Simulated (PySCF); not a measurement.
Below is a simulated gas-phase C 1s photoelectron spectrum of `[O+]#CCF`.

Every computed line was given a Gaussian of 1.0 eV full width at half maximum and an area set by the number of equivalent atoms; the highest printed point is 100. Level of theory: PySCF 2.14.0, delta-SCF UKS SCAN, pcX-2 on the ionised atom, pcseg-1 elsewhere, spin-free X2C.

```json
{"binding energy (eV)": "301.3", "intensity": "0"}
{"binding energy (eV)": "301.4", "intensity": "0"}
{"binding energy (eV)": "301.5", "intensity": "1"}
{"binding energy (eV)": "301.6", "intensity": "2"}
{"binding energy (eV)": "301.7", "intensity": "4"}
{"binding energy (eV)": "301.8", "intensity": "6"}
{"binding energy (eV)": "301.9", "intensity": "11"}
{"binding energy (eV)": "302.0", "intensity": "17"}
{"binding energy (eV)": "302.1", "intensity": "26"}
{"binding energy (eV)": "302.2", "intensity": "38"}
{"binding energy (eV)": "302.3", "intensity": "51"}
{"binding energy (eV)": "302.4", "intensity": "65"}
{"binding energy (eV)": "302.5", "intensity": "79"}
{"binding energy (eV)": "302.6", "intensity": "90"}
{"binding energy (eV)": "302.7", "intensity": "98"}
{"binding energy (eV)": "302.8", "intensity": "100"}
{"binding energy (eV)": "302.9", "intensity": "97"}
{"binding energy (eV)": "303.0", "intensity": "89"}
{"binding energy (eV)": "303.1", "intensity": "77"}
{"binding energy (eV)": "303.2", "intensity": "64"}
{"binding energy (eV)": "303.3", "intensity": "50"}
{"binding energy (eV)": "303.4", "intensity": "37"}
{"binding energy (eV)": "303.5", "intensity": "26"}
{"binding energy (eV)": "303.6", "intensity": "19"}
{"binding energy (eV)": "303.7", "intensity": "15"}
{"binding energy (eV)": "303.8", "intensity": "14"}
{"binding energy (eV)": "303.9", "intensity": "16"}
{"binding energy (eV)": "304.0", "intensity": "22"}
{"binding energy (eV)": "304.1", "intensity": "31"}
{"binding energy (eV)": "304.2", "intensity": "43"}
{"binding energy (eV)": "304.3", "intensity": "56"}
{"binding energy (eV)": "304.4", "intensity": "70"}
{"binding energy (eV)": "304.5", "intensity": "83"}
{"binding energy (eV)": "304.6", "intensity": "93"}
{"binding energy (eV)": "304.7", "intensity": "99"}
{"binding energy (eV)": "304.8", "intensity": "100"}
{"binding energy (eV)": "304.9", "intensity": "95"}
{"binding energy (eV)": "305.0", "intensity": "85"}
{"binding energy (eV)": "305.1", "intensity": "72"}
{"binding energy (eV)": "305.2", "intensity": "58"}
{"binding energy (eV)": "305.3", "intensity": "44"}
{"binding energy (eV)": "305.4", "intensity": "32"}
{"binding energy (eV)": "305.5", "intensity": "22"}
{"binding energy (eV)": "305.6", "intensity": "14"}
{"binding energy (eV)": "305.7", "intensity": "9"}
{"binding energy (eV)": "305.8", "intensity": "5"}
{"binding energy (eV)": "305.9", "intensity": "3"}
{"binding energy (eV)": "306.0", "intensity": "1"}
{"binding energy (eV)": "306.1", "intensity": "1"}
{"binding energy (eV)": "306.2", "intensity": "0"}
```

How many maxima does the curve show, and how many computed lines lie under it?

The curve has 2 maxima (at 302.8 and 304.8 eV). Under it lie 2 lines from 2 inequivalent carbon sites.

Decompose the envelope and assign each component. Numbering: `[O+:1]#[C:2][CH2:3][F:4]`.

| position (eV) | relative area | line | atoms | environment |
| --- | --- | --- | --- | --- |
| 302.79 | 1 | C 1s | C3 | sp3 C–F carbon |
| 304.76 | 1 | C 1s | C2 | triply bonded carbon |

What are the centre and the root-mean-square width of the whole band?

The area-weighted mean of the lines is 303.78 eV. Their own spread about it is 0.98 eV (rms) and each Gaussian has σ = 1.0/2.355 = 0.42 eV; the variances add, which gives 1.07 eV.

Above which line width would these two lines show one maximum?

Two equal Gaussians merge once their distance is under 2σ = FWHM/1.177. With 1.96 eV between them that is a full width over 2.31 eV.

The listed C 1s values span 1.97 eV, from C3 (bonded to F, C and 2 H) to C2 (bonded to O (triple bond) and C). Summing the Pauling electronegativity differences to the bonded atoms, each weighted by its formal bond order, gives +0.73 for the lowest site and +2.67 for the highest.

Shake-up satellites, vibrational structure and lifetime widths aren't simulated. The species carries charge +1, so core ionisation leaves charge +2. Isolated species at its PBE0-D3(BJ)/def2-SVP geometry, gas phase.
